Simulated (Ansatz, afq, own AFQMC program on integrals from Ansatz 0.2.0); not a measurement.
BH2, doublet in cc-pVQZ, levels against CCSDT(Q)

```yaml
atoms:
  - { symbol: B, position_ang: [0.0000, -0.0800, 0.0000] }
  - { symbol: H, position_ang: [0.0000, 0.4291, -1.0770] }
  - { symbol: H, position_ang: [0.0000, 0.4291, 1.0770] }
```

Basis cc-pVQZ. Noble-gas cores (and the filled d shells of Ga–Kr and In–Xe) are frozen. AFQMC by an in-house program on the Cholesky factors that Ansatz 0.2.0 writes for its CCSD(T) run. ph-AFQMC/CISD is guided by a CISD state made of CCSD amplitudes; releasing the constraint for a short imaginary time cuts its bias at the price of noise, slowly where states lie close. Free projection: walkers drawn from exp(T), propagated without any constraint. Its projection time is finite, and what remains of the start isn't in its error. Error bars are statistical, one sigma.

Determinant: ROHF, the one that the program's search chose, which needn't be the lowest solution. The geometry is a PBE0/def2-TZVP stationary point of this or a neighbouring charge and spin state.

No full CI on the walks' own integrals is used here; CCSDT(Q) serves as the reference and is uncertain by about the last step of the cluster series.

The T1 diagnostic is 0.0158, the weight of the determinant in the CISD state is 0.949 and the size of the correlated space is 5 electrons in 114 orbitals.

```tsv
level	correlation energy (eV)
MP2	-2.4274
CCSD	-2.8922
CCSD(T)	-2.9519
```

(1) Estimate where phaseless AFQMC with a CISD trial lies against CCSD(T) on the same integrals.

(1) 0.19 ± 0.09 kcal/mol below CCSD(T).

Reference: CCSDT(Q), correlation energy -2.964 eV. The released energy is read at 2.40 1/Eh (meV from the phaseless value at times in 1/Eh: -3 ± 3 at 0.24, -1 ± 3 at 0.51, -5.1 ± 1.7 at 0.99, -1.9 ± 2.4 at 1.62, -3.2 ± 2.3 at 2.40).

| level | E − E(reference) (kcal/mol) | share of correlation (%) |
| --- | --- | --- |
| CCSD(T) | 0.29 | 99.58 |
| CCSDT | 0.02 | 99.97 |
| ph-AFQMC/HF | 0.30 ± 0.41 | 99.56 |
| ph-AFQMC/CISD | 0.10 ± 0.09 | 99.86 |
| released AFQMC | 0.02 ± 0.05 | 99.97 |
| free AFQMC | -0.03 ± 0.07 | 100.05 |

Free projections are given only where their last times agree within the noise and don't stop above the reference; a slow remainder of the start can still hide under it. A walk keeps the symmetry of its determinant, which the program's search chose and which needn't be the lowest solution, so a lower state of the same spin and another symmetry isn't excluded. Released energies are given only where the last usable release times agree within the noise; a slower fall can still hide under it.
